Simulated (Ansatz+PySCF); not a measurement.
The numbers below are computed, except where a source is named.
Input for PySCF 2.14.0:

```python
from pyscf import gto, scf, cc

mol = gto.M(atom="""
Mg 0.000000 0.000000 0.000000
O 0.000000 0.000000 2.720000
""", basis='sto-3g', charge=0, spin=0)
mf = scf.UHF(mol)
mf.kernel()
mycc = cc.CCSD(mf, frozen=6).run()
et = mycc.ccsd_t()
print(mf.e_tot, mycc.e_corr, et, mycc.e_tot + et)
```

The script is written out from the run's settings.

The run gave:

```
Converged                       : yes
Reference energy                : -270.68904 hartree
CCSD correlation energy         : -0.07155 hartree
Triples correction              : -0.00070 hartree
Total energy                    : -270.76129 hartree
Spin squared of the determinant : 0.000
```

This is not the lowest solution: another run reaches a determinant 2.20 eV lower. Caution: large amplitudes, a single reference is doubtful; another spin multiplicity may lie lower.
